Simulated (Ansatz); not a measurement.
Zinc-blende InAs was calculated with HSE06 (Ansatz, a program for electronic structure, plane waves, PAW).

The same calculation (at the measured cell, 27.791 Å³/atom) with different numerical settings:

| run | k mesh | gap on the mesh (eV) | total energy (eV/atom) |
|---|---|---|---|
| 1 | 4×4×4 | 0.551 | -5229.7706 |
| 2 | 6×6×6 | 0.508 | -5229.8243 |
| 3 | 8×8×8 | 0.497 | -5229.8306 |
| 4 | 10×10×10 | 0.494 | -5229.8316 |
| 5 | 12×12×12 | 0.493 | -5229.8319 |

In the column total energy (eV/atom) the first row differs from the last by +0.0613 and the next to last by +0.0003.

The last row is no converged limit: other settings stay fixed.

Spin–orbit coupling is not included.
